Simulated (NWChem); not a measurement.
System: sulfur dioxide (SO$_{2}$); SMILES O=S=O

NWChem input:

```
start job
memory heap 200 mb stack 900 mb global 1100 mb
geometry units angstroms noautoz
  O      1.250381     0.000000     0.373591
  S      0.000000     0.000000    -0.369092
  O     -1.250381     0.000000     0.373591
end
basis spherical
  O library 6-31+g*
  S library 6-31+g*
end
dft
  xc pbe0
  iterations 150
end
tddft
  cis
  nroots 6
  notriplet
end
task tddft energy
```

NWChem printed, in part:

```
             Northwest Computational Chemistry Package (NWChem) 7.3.0
             --------------------------------------------------------

 C2V symmetry detected

                             Geometry "geometry" -> ""
                             -------------------------

 Output coordinates in angstroms (scale by  1.889725989 to convert to a.u.)

  No.       Tag          Charge          X              Y              Z
 ---- ---------------- ---------- -------------- -------------- --------------
    1 O                    8.0000     1.25038100     0.00000000     0.37134150
    2 S                   16.0000     0.00000000     0.00000000    -0.37134150
    3 O                    8.0000    -1.25038100     0.00000000     0.37134150

 Effective nuclear repulsion energy (a.u.)     106.6927956085

      Symmetry information
      --------------------

 Group name             C2v
 Group number             16
 Group order               4
 No. of unique centers     2

                                 NWChem DFT Module
                                 -----------------

 Summary of "ao basis" -> "ao basis" (spherical)
 ------------------------------------------------------------------------------
       Tag                 Description            Shells   Functions and Types
 ---------------- ------------------------------  ------  ---------------------
 O                          6-31+g*                  8       18   4s3p1d
 S                          6-31+g*                 10       22   5s4p1d

      Symmetry analysis of basis
      --------------------------

        a1         24
        a2          6
        b1         18
        b2         10

            General Information
            -------------------
          SCF calculation type: DFT
          Wavefunction type:  closed shell.
          No. of atoms     :     3
          No. of electrons :    32
           Alpha electrons :    16
            Beta electrons :    16
          Charge           :     0
          Spin multiplicity:     1
          Use of symmetry is: off; symmetry adaption is: on
          Maximum number of iterations: 150
          AO basis - number of functions:    58
                     number of shells:    26
          Convergence on energy requested:  1.00D-06
          Convergence on density requested:  1.00D-05
          Convergence on gradient requested:  5.00D-04

              XC Information
              --------------
                         PBE0 Method XC Functional
                     Hartree-Fock (Exact) Exchange  0.250
          PerdewBurkeErnzerhof Exchange Functional  0.750
            Perdew 1991 LDA Correlation Functional  1.000 local
           PerdewBurkeErnz. Correlation Functional  1.000 non-local

             Grid Information
             ----------------
          Grid used for XC integration:  medium
          Radial quadrature: Mura-Knowles
          Angular quadrature: Lebedev.
          Tag              B.-S. Rad. Rad. Pts. Rad. Cut. Ang. Pts.
          ---              ---------- --------- --------- ---------
          O                   0.60       49          10.0       434
          S                   1.00       88           8.0       590
          Grid pruning is: on
          Number of quadrature shells:   186
          Spatial weights used:  Erf1

      Superposition of Atomic Density Guess
      -------------------------------------

 Sum of atomic energies:        -546.96973392

      Non-variational initial energy
      ------------------------------

 Total energy =    -547.806747
 1-e energy   =    -967.722354
 2-e energy   =     313.222812
 HOMO         =      -0.336717
 LUMO         =      -0.118849

      Symmetry analysis of molecular orbitals - initial
      -------------------------------------------------

  Numbering of irreducible representations:

     1 a1          2 a2          3 b1          4 b2

  Orbital symmetries:

     1 a1          2 b1          3 a1          4 a1          5 b1
     6 a1          7 b2          8 a1          9 b1         10 a1
    11 b1         12 b2         13 a1         14 a2         15 b1
    16 a1         17 b2         18 a1         19 b1         20 a1
    21 b2         22 a1         23 b1         24 b1         25 a1
    26 a2

   convergence    iter        energy       DeltaE   RMS-Dens  Diis-err
 ---------------- ----- ----------------- --------- --------- ---------
 d= 0,ls=0.0,diis     1   -548.1492274293 -6.55D+02  3.48D-02  1.15D+00

 !! scf_movecs_sym_adapt:    4 vectors were symmetry contaminated

  Symmetry fudging
 d= 0,ls=0.0,diis     2   -547.9102406506  2.39D-01  2.21D-02  3.64D+00

 !! scf_movecs_sym_adapt:    4 vectors were symmetry contaminated

  Symmetry fudging
 d= 0,ls=0.0,diis     3   -548.2825521107 -3.72D-01  2.31D-03  2.93D-02

 !! scf_movecs_sym_adapt:    2 vectors were symmetry contaminated

  Symmetry fudging
 d= 0,ls=0.0,diis     4   -548.2854102740 -2.86D-03  5.11D-04  1.44D-03
 d= 0,ls=0.0,diis     5   -548.2855677381 -1.57D-04  5.24D-05  2.87D-06
 d= 0,ls=0.0,diis     6   -548.2855681500 -4.12D-07  7.99D-06  9.10D-08

         Total DFT energy =     -548.285568150026
      One electron energy =     -967.013811269769
           Coulomb energy =      354.559063970164
    Exchange-Corr. energy =      -42.523616458949
 Nuclear repulsion energy =      106.692795608529

 Numeric. integr. density =       31.999998599148

                  Occupations of the irreducible representations
                  ----------------------------------------------

                     irrep           alpha         beta
                     --------     --------     --------
                     a1                8.0          8.0
                     a2                1.0          1.0
                     b1                5.0          5.0
                     b2                2.0          2.0

                       DFT Final Molecular Orbital Analysis
                       ------------------------------------

 Vector   14  Occ=2.000000D+00  E=-3.933484D-01  Symmetry=a2
              MO Center= -5.6D-13, -1.1D-12,  3.2D-01, r^2= 2.1D+00
   Bfn.  Coefficient  Atom+Function         Bfn.  Coefficient  Atom+Function
  ----- ------------  ---------------      ----- ------------  ---------------
     4      0.449777  1 O  py                44     -0.449777  3 O  py
     8      0.314691  1 O  py                48     -0.314691  3 O  py
    36      0.123565  2 S  d -2              12      0.053002  1 O  py
    52     -0.053002  3 O  py                14     -0.026570  1 O  d -2
    54     -0.026570  3 O  d -2

 Vector   15  Occ=2.000000D+00  E=-3.803885D-01  Symmetry=b1
              MO Center=  2.9D-10, -4.5D-20,  2.6D-01, r^2= 2.2D+00
   Bfn.  Coefficient  Atom+Function         Bfn.  Coefficient  Atom+Function
  ----- ------------  ---------------      ----- ------------  ---------------
     3      0.343120  1 O  px                43      0.343120  3 O  px
     5     -0.312409  1 O  pz                45      0.312409  3 O  pz
     7      0.228507  1 O  px                47      0.228507  3 O  px
     9     -0.213857  1 O  pz                49      0.213857  3 O  pz
    29      0.174131  2 S  px                39      0.108038  2 S  d  1

 Vector   16  Occ=2.000000D+00  E=-3.539379D-01  Symmetry=a1
              MO Center=  1.4D-09,  1.6D-10,  3.1D-02, r^2= 2.2D+00
   Bfn.  Coefficient  Atom+Function         Bfn.  Coefficient  Atom+Function
  ----- ------------  ---------------      ----- ------------  ---------------
    28      0.553311  2 S  s                  5      0.403105  1 O  pz
    45      0.403105  3 O  pz                27     -0.318764  2 S  pz
     9      0.280546  1 O  pz                49      0.280546  3 O  pz
    24      0.186639  2 S  s                 40     -0.118751  2 S  d  2
    23      0.117856  2 S  pz                20     -0.103876  2 S  s

[...]

                                NWChem TDDFT Module
                                -------------------

            General Information
            -------------------
           No. of orbitals :     116
            Alpha orbitals :      58
             Beta orbitals :      58
        Alpha frozen cores :       0
         Beta frozen cores :       0
     Alpha frozen virtuals :       0
      Beta frozen virtuals :       0
         Spin multiplicity :       1
    Number of AO functions :      58
        Use of symmetry is : off
      Symmetry adaption is : on
         Schwarz screening :  0.10D-07

              XC Information
              --------------
                  PBE0 Method XC Functional
              Hartree-Fock (Exact) Exchange   0.25
   PerdewBurkeErnzerhof Exchange Functional   0.75
     Perdew 1991 LDA Correlation Functional   1.00 local
    PerdewBurkeErnz. Correlation Functional   1.00 non-local

             TDDFT Information
             -----------------
          Calculation type : Tamm-Dancoff TDDFT
         Wavefunction type : Restricted singlets
          No. of electrons :      32
           Alpha electrons :      16
            Beta electrons :      16
              No. of roots :       6
          Max subspacesize :    5200
            Max iterations :     100
               Target root :       1
           Target symmetry : none
      Symmetry restriction : off
                 Algorithm : Optimal
        Davidson threshold :  0.10D-03

    6 smallest eigenvalue differences (eV)
--------------------------------------------------------
  No. Spin  Occ  Vir  Irrep   E(Occ)    E(Vir)   E(Diff)
--------------------------------------------------------
    1    1   16   17 b2       -0.354    -0.139     5.862
    2    1   15   17 a2       -0.380    -0.139     6.582
    3    1   14   17 b1       -0.393    -0.139     6.935
    4    1   16   18 a1       -0.354     0.010     9.894
    5    1   13   17 b2       -0.518    -0.139    10.315
    6    1   12   17 a1       -0.518    -0.139    10.340
--------------------------------------------------------

  Entering Davidson iterations
  Restricted singlet excited states

  Iter   NTrls   NConv    DeltaV     DeltaE      Time
  ----  ------  ------  ---------  ---------  ---------
    1      6       0     0.36E+00   0.10+100        3.4
    2     12       0     0.12E+00   0.66E-01        3.4
    3     18       0     0.32E-01   0.33E-01        3.5
    4     24       2     0.23E-01   0.49E-02        3.4
    5     28       3     0.25E-01   0.23E-02        2.9
    6     31       3     0.60E-02   0.10E-02        2.7
    7     34       5     0.45E-01   0.19E-02        2.7
    8     35       5     0.16E-01   0.54E-02        2.1
    9     36       5     0.50E-02   0.35E-03        2.1
   10     37       5     0.11E-02   0.36E-04        2.1
   11     38       5     0.21E-03   0.24E-05        2.1
   12     39       6     0.85E-04   0.48E-07        2.1
  ----  ------  ------  ---------  ---------  ---------
  Convergence criterion met

  Ground state a1       -548.285568150026 a.u.

  ----------------------------------------------------------------------------
  Root   1 singlet b2             0.148059121 a.u.                4.0289 eV
  ----------------------------------------------------------------------------
     Transition Moments    X -0.00000   Y  0.28921   Z  0.00000
     Dipole Oscillator Strength                    0.0082560965
     Electric Quadrupole                           0.0000000227
     Magnetic Dipole                               0.0000018839
     Total Oscillator Strength                     0.0082580032

     Occ.   10  a1  ---  Virt.   17  b2       0.06164
     Occ.   13  a1  ---  Virt.   17  b2      -0.07297
     Occ.   16  a1  ---  Virt.   17  b2      -0.99260
  ----------------------------------------------------------------------------
  Root   2 singlet a2             0.158714501 a.u.                4.3188 eV
  ----------------------------------------------------------------------------
     Transition Moments    X -0.00000   Y  0.00000   Z -0.00000
     Dipole Oscillator Strength                    0.0000000000
     Electric Quadrupole                           0.0000000008
     Magnetic Dipole                               0.0000003829
     Total Oscillator Strength                     0.0000003838

     Occ.   15  b1  ---  Virt.   17  b2      -0.99877
  ----------------------------------------------------------------------------
  Root   3 singlet b1             0.242312797 a.u.                6.5937 eV
  ----------------------------------------------------------------------------
     Transition Moments    X  0.69322   Y -0.00000   Z  0.00000
     Dipole Oscillator Strength                    0.0776302465
     Electric Quadrupole                           0.0000000794
     Magnetic Dipole                               0.0000000361
     Total Oscillator Strength                     0.0776303621

     Occ.   11  b1  ---  Virt.   22  a1      -0.06519
     Occ.   14  a2  ---  Virt.   17  b2       0.86792
     Occ.   15  b1  ---  Virt.   18  a1       0.26991
     Occ.   15  b1  ---  Virt.   20  a1       0.13635
     Occ.   15  b1  ---  Virt.   22  a1       0.15125
     Occ.   15  b1  ---  Virt.   27  a1       0.08302
     Occ.   16  a1  ---  Virt.   19  b1       0.27305
     Occ.   16  a1  ---  Virt.   23  b1       0.17787
  ----------------------------------------------------------------------------
  Root   4 singlet b2             0.302906438 a.u.                8.2425 eV
  ----------------------------------------------------------------------------
     Transition Moments    X -0.00000   Y -0.10579   Z  0.00000
     Dipole Oscillator Strength                    0.0022600877
     Electric Quadrupole                           0.0000000895
     Magnetic Dipole                               0.0000004701
     Total Oscillator Strength                     0.0022606474

     Occ.   13  a1  ---  Virt.   17  b2      -0.99155
     Occ.   14  a2  ---  Virt.   19  b1      -0.07187
     Occ.   16  a1  ---  Virt.   17  b2       0.06765
  ----------------------------------------------------------------------------
  Root   5 singlet a1             0.311292649 a.u.                8.4707 eV
  ----------------------------------------------------------------------------
     Transition Moments    X  0.00000   Y -0.00000   Z  0.45778
     Dipole Oscillator Strength                    0.0434909012
     Electric Quadrupole                           0.0000001129
     Magnetic Dipole                               0.0000000000
     Total Oscillator Strength                     0.0434910141

     Occ.   16  a1  ---  Virt.   18  a1      -0.95066
     Occ.   16  a1  ---  Virt.   20  a1      -0.26179
     Occ.   16  a1  ---  Virt.   22  a1      -0.14409
  ----------------------------------------------------------------------------
  Root   6 singlet b1             0.328445757 a.u.                8.9375 eV
  ----------------------------------------------------------------------------
     Transition Moments    X  0.06183   Y  0.00000   Z -0.00000
     Dipole Oscillator Strength                    0.0008371506
     Electric Quadrupole                           0.0000000048
     Magnetic Dipole                               0.0000035303
     Total Oscillator Strength                     0.0008406857

     Occ.   15  b1  ---  Virt.   18  a1       0.67156
     Occ.   15  b1  ---  Virt.   20  a1       0.12161
     Occ.   15  b1  ---  Virt.   22  a1       0.09855
     Occ.   16  a1  ---  Virt.   19  b1      -0.71486
     Occ.   16  a1  ---  Virt.   23  b1      -0.09436

              Target root =      1
          Target symmetry = none
      Ground state energy =   -548.285568150026
        Excitation energy =      0.148059121119
     Excited state energy =   -548.137509028906

  stored tddft:energy   -548.13750902890649
```

Level: PBE0/6-31+G* (spherical d), TDA. Geometry: optimised at PBE0/def2-SVP.
